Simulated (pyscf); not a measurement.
HP=P–PH₂ → P≡P + PH₃, an elimination (singlet surface; P–P, H–P broken, H–P formed). Structures and frequencies: ωB97X-D3(BJ)/def2-SVP in PySCF. Correlated levels are frozen-core, on RHF or UHF. ΔMP2 is the change of the MP2 total energy from the triple- to the quadruple-zeta basis. Energies in kJ/mol from the reactant's lowest minimum found.

Small-basis levels: PySCF, no dispersion term, spherical d functions. AM1 to PM7: differences of heats of formation from MOPAC. 

| level | barrier | reaction energy |
|---|---|---|
| HF/STO-3G | 368.7 | +85.2 |
| HF/3-21G | 214.3 | -35.6 |
| HF/6-31G* | 253.2 | -1.9 |
| SVWN5/6-31G* | 136.1 | +71.5 |
| BP86/6-31G* | 149.5 | +30.0 |
| PBE/6-31G* | 148.8 | +39.9 |
| B3LYP/3-21G | 152.9 | -12.4 |
| B3LYP/6-31G* | 174.0 | +16.4 |
| M06-2X/6-31G* | 184.2 | +26.4 |
| B3LYP/def2-SVP | 167.8 | +18.6 |
| AM1 | 157.7 | +24.1 |
| PM7 | 179.3 | -125.8 |
| CCSD(T)/def2-TZVPP + ΔMP2(QZVPP) | 167.6 | +25.8 |

Against the last row the barrier runs from -31.5 (SVWN5/6-31G*) to +201.1 kJ/mol (HF/STO-3G). CCSD(T)/def2-TZVPP + ΔMP2(QZVPP) has limits of its own. One saddle was located; it need not be the lowest between these sides. The CCSD(T) − MP2 part came from Ansatz, without density fitting, on the same reference.
